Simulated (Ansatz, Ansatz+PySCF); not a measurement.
```yaml
atoms:
  - { symbol: Li, position_ang: [0.0000, 0.0000, -0.3675] }
  - { symbol: H, position_ang: [0.0000, 0.0000, 1.1025] }
```

RHF on singlet LiH was run in several spherical basis sets with Ansatz (development build ahead of 0.2.0).

Problem. Rank the basis sets by the total energy that they give, lowest first, with the distance from the lowest.
A. 6-31G(d)
B. cc-pVDZ
C. def2-SVP
D. def2-TZVP
E. cc-pVTZ

Solution. E (0.00 eV), D (0.04 eV), B (0.09 eV), A (0.19 eV), C (0.22 eV).

Totals follow the description of the cores as much as that of the bonds, so this order isn't one of quality for chemistry.
